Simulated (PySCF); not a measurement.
**H₂S + 3 F₂ → SF₄ + 2 HF**

Level: B3LYP in the def2-TZVP basis family, all electrons, no relativity, computed in PySCF with density fitting; open shells unrestricted.

| species | state and structure | E (Eh) | ZPE (kJ/mol) | H(298 K) − H(0) (kJ/mol) | S° (J/(mol K)) |
| --- | --- | --- | --- | --- | --- |
| H₂S | singlet, C2v, S–H 1.343 Å (×2); H–S–H 92.6° | -399.42537 | 39.5 | 10.0 | 205.7 |
| F₂ | singlet, D∞h, F–F 1.396 Å | -199.59957 | 6.3 | 8.8 | 202.2 |
| SF₄ | singlet, C2v, S–F 1.566 Å (×2), S–F 1.668 Å (×2); F–S–F 87.8° (×4), F–S–F 101.1°, F–S–F 173.1° | -797.72530 | 29.7 | 15.3 | 296.5 |
| HF | singlet, C∞v, H–F 0.924 Å | -100.49049 | 24.4 | 8.7 | 173.7 |

**Question.** What is the electronic reaction energy?

**Answer.** At B3LYP/def2-TZVP, ΔE = -1266.0 kJ/mol from the differences of the total energies times 2625.5, downhill. 

**Question.** Add zero-point, thermal and entropy terms for 298.15 K and 1 bar.

**Answer.** ΔZPE = 20.1 and Δ[H(298) − H(0)] = -3.7 kJ/mol give ΔH° = -1249.6 kJ/mol. ΔS° = -168.4 J/(mol K), so ΔG° = -1249.6 − 298.15 × (-0.1684) = -1199 kJ/mol.

The structures come from searches over a few start shapes, so lower isomers are not excluded.
